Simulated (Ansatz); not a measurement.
# CHNS: the cost of one run

Computed with Ansatz 0.2.0 (DFT r2SCAN, Gaussian basis cc-pV(T+d)Z, and further levels as typed in the inputs, unless a step's input says otherwise).

## Step 1: The starting structure

Bond lengths: H1–C2 1.060 Å, C2–N3 1.170 Å, N3–S4 1.600 Å. Angles: H1–C2–N3 180.0°, C2–N3–S4 180.0°.

Coordinates:

```xyz
4

H    -1.7800    0.0000    0.0000
C    -0.7200    0.0000    0.0000
N     0.4500    0.0000    0.0000
S     2.0500    0.0000    0.0000
```

## Step 2: Relaxing the atoms: CHNS

File input.yaml:

```yaml
relax:
  f_tol: 0.001
  max_steps: 200
crystal:
  periodic: [false, false, false]
  atoms:
    - { symbol: H, position_ang: [-1.78, 0.0, 0.0] }
    - { symbol: C, position_ang: [-0.72, 0.0, 0.0] }
    - { symbol: "N", position_ang: [0.45, 0.0, 0.0] }
    - { symbol: S, position_ang: [2.05, 0.0, 0.0] }
basis:
  gaussian: { orbitals: "cc-pV(T+d)Z.json" }
hamiltonian:
  xc: r2scan
output:
  orbitals: {}
```

Started as:

```sh
$ ansatz run input.yaml --threads 4 --pin off --max-ram 6144MiB --backend cpu --events-out ev --progress --plain --runs-dir out
```

What time and memory should one allow on 4 threads of Intel Xeon 6975P-C (Granite Rapids), shared host?

About 3 s, with a peak of 0.19 GiB.
